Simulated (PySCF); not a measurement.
# CP: the cost of one run

Computed with PySCF 2.14.0. Level: method and basis as typed in the scripts.

2 further runs of the same task are left out: 2 that didn't finish.

**1. Where the work starts**

PC⁺ (triplet): 2 atoms, charge 1, spin multiplicity 3.

Bond lengths: P1–C2 1.519 Å.

**2. Base script**

Contents of input.py:

```python
from pyscf import gto, dft, tdscf

mol = gto.M(
    atom='P 0 0 0; C 0 0 1.519',
    basis='crenbl',
    ecp={'P': 'crenbl', 'C': 'crenbl'},
    charge=1,
    spin=2,
    verbose=4,
)
mf = dft.UKS(mol, xc='pbe')
mf.kernel()
td = tdscf.TDA(mf)
td.nstates = 6
td.kernel()
td.analyze(verbose=3)
mf.dip_moment()
print('orbital energies (hartree):', [e[max(0, n-3):n+3].round(4) for e, n in zip(mf.mo_energy, mol.nelec)])
```

Launch:

```bash
> OMP_NUM_THREADS=1 python input.py
```

Q: Estimate wall time and peak memory on 1 thread of Arm Neoverse N1, shared host.

About 12 s, with a peak of 0.19 GiB.
